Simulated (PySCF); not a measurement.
Z-matrix (Å, degrees):
```
N
H 1 1.0260
H 1 1.0260 2 103.73
```
Charge 0, spin multiplicity 2.

Question: What is the computed highest occupied spin orbital, dipole moment and total energy (PBE-D3(BJ)/def2-TZVP // CAM-B3LYP-D3(BJ)/def2-TZVP run with PySCF)?

Answer: 
The highest occupied spin orbital comes out as -7.03 eV. The dipole moment is 1.90 D. The total energy comes out as -55.8292 Ha.
